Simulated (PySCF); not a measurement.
# C3H3FO2 (trans-CHF=CHCOOH): the cost of one run

The runs use PySCF 2.14.0, with density-fitted response routines of our own; the level of theory stands in each step. All values are computed, except where a source is named. Atoms are numbered from 0 throughout.

## Step 1: The molecule as given

9 atoms, charge 0, multiplicity 1; geometry from: MMFF94s. The atoms were then displaced at random by about 0.03 Å, so the start is not that level's minimum.

Bonds of the start (Å): O0–C1 1.28, C1–O2 1.31, C1–C3 1.37, C3–C4 1.44, C4–F5 1.37, O2–H6 1.05, C3–H7 1.09, C4–H8 1.01.

## Step 2: Relaxing the molecule at PBE0-D3(BJ)/def2-SVP

The job: settings as JSON, then the geometry in Å.

```
{"job": {"xc": "PBE0", "basis": "def2-SVP", "d3": "d3bj", "grid": 1, "shake": 0.03, "kind": "geom"}, "charge": 0, "multiplicity": 1}
O      1.207520    -1.319620    -0.559620
C      0.889200    -0.185900    -0.055710
O      1.812750     0.637140     0.369860
C     -0.307000     0.428480     0.182820
C     -1.503170    -0.266680    -0.214510
F     -2.738500     0.270310     0.010360
H      2.732400     0.159290     0.191780
H     -0.418700     1.405100     0.656940
H     -1.541750    -1.197560    -0.607560
```

On the command line:

```bash
$ OMP_NUM_THREADS=1 python probes_run.py task.json out
```

This one command runs all jobs of the session in turn.

**Question.** How long does this first job take on 1 thread of Intel Xeon Platinum 8488C, shared host, and how much memory does it need?

About 28 s, with a peak of 0.39 GiB.
